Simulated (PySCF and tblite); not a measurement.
C4H4N2, numbered as in [cH:1]1[cH:2][cH:3][n:4][n:5][cH:6]1.

The ensemble was built from 45 distance-geometry starts (ETKDG and KDG, MMFF94s, GFN2-xTB) and rests on GFN2-xTB geometries. Energies: PBE0-D3(BJ)/pcSseg-1 (IEF-PCM, chloroform), with GFN2-xTB thermal terms (modes under about 100 cm⁻¹ blended into free rotors). Symmetry numbers and mirror images are counted. Conformers within 2.5 kcal/mol (GFN2-xTB free energy) were kept, 6 at most. GIAO shieldings: PBE0/pcSseg-1 (IEF-PCM, chloroform). Shifts are against TMS (¹H), TMS (¹³C), NH3 (¹⁵N) at the same level. Codes: tblite and PySCF.

Task: Predict the averaged NMR shifts at 298.15 K.

Result: ¹H: 9.67 (H3/H6, 2H), 7.89 (H1/H2, 2H) ppm. ¹³C: 158.2 (C3/C6), 134.0 (C1/C2) ppm. ¹⁵N: 450.5 (N4/N5) ppm.

Unscaled ¹⁵N shifts at such levels can be off by tens of ppm; differences between conformers or isomers are more reliable. Shifts are unscaled: against experiment ¹³C can be off by 15 ppm or more and ¹H by 0.8 ppm.


¹⁵N shifts are against a computed isolated NH3 molecule, about 20 ppm from the liquid.